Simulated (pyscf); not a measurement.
7 gas-phase steps of one pattern: four-centre exchange on the singlet surface, Ge–N + H–H or H–H + N–Si or H–H + P–Si broken and Ge–H + H–N or H–N + H–Si or H–P + H–Si formed. Optimised with ωB97X-D3(BJ)/def2-SVP in PySCF. Electronic energies in kJ/mol, from the separated reactants; ΔE‡ and ΔE at ωB97M-D3(BJ)/def2-TZVP. Rows were drawn at random from the steps of this pattern with a verified saddle, stable references and no exit in the data more than 5 kcal/mol lower.

```
row                                                                                                                     step     ΔE    ΔE‡
---  -----------------------------------------------------------------------------------------------------------------------  -----  -----
1                   H₂N–GeH₂–Cl (SMILES [NH2][GeH2][Cl]) + H₂ (SMILES [H][H]) → Cl–GeH₃ (SMILES [Cl][GeH3]) + NH₃ (SMILES N)   -4.9  205.4
2                            H₂B–PH–SiH₃ (SMILES BP[SiH3]) + H₂ (SMILES [H][H]) → H₂B–PH₂ (SMILES BP) + SiH₄ (SMILES [SiH4])   +5.1  260.8
3    H₃C–N(CH₃)–SiH₂–NH₂ (SMILES CN(C)[SiH2]N) + H₂ (SMILES [H][H]) -> H₃C–N(CH₃)–SiH₃ (SMILES CN(C)[SiH3]) + NH₃ (SMILES N)  +44.6  192.1
4                    H₂N–SiH(NH₂)–F (SMILES N[SiH](N)F) + H₂ (SMILES [H][H]) → H₂N–SiH₂–F (SMILES N[SiH2]F) + NH₃ (SMILES N)  +53.3      ?
5                              H₂N–SiH₂–F (SMILES N[SiH2]F) + H₂ (SMILES [H][H]) -> F–SiH₃ (SMILES F[SiH3]) + NH₃ (SMILES N)  +54.5  188.0
6                     H₂N–SiH(OH)–F (SMILES N[SiH](O)F) + H₂ (SMILES [H][H]) -> HO–SiH₂–F (SMILES O[SiH2]F) + NH₃ (SMILES N)  +57.0  205.3
7    H₂N–Si(NH₂)(Cl)–Cl (SMILES N[Si](N)(Cl)Cl) + H₂ (SMILES [H][H]) → H₂N–SiH(Cl)–Cl (SMILES N[SiH](Cl)Cl) + NH₃ (SMILES N)  +57.3  186.7
```

Problem. Fit ΔE‡ = a + b·ΔE to the other rows and predict row 4.

Solution. Over the 6 complete rows the means are +35.6 (ΔE) and 206.4 (ΔE‡); least squares gives b = -0.65 and a = 229.5 kJ/mol, with residuals of 19.3 kJ/mol (root mean square; largest 34.6, row 2). For row 4: 229.5 + -0.65 × (+53.3) = 194.9 kJ/mol. The computed barrier is 195.4 kJ/mol, 0.5 over the line. The scatter is large against the spread of the barriers, so the line says little here. Each barrier is that of the saddle found. Elements up to Kr have no core potential and no relativistic terms here.
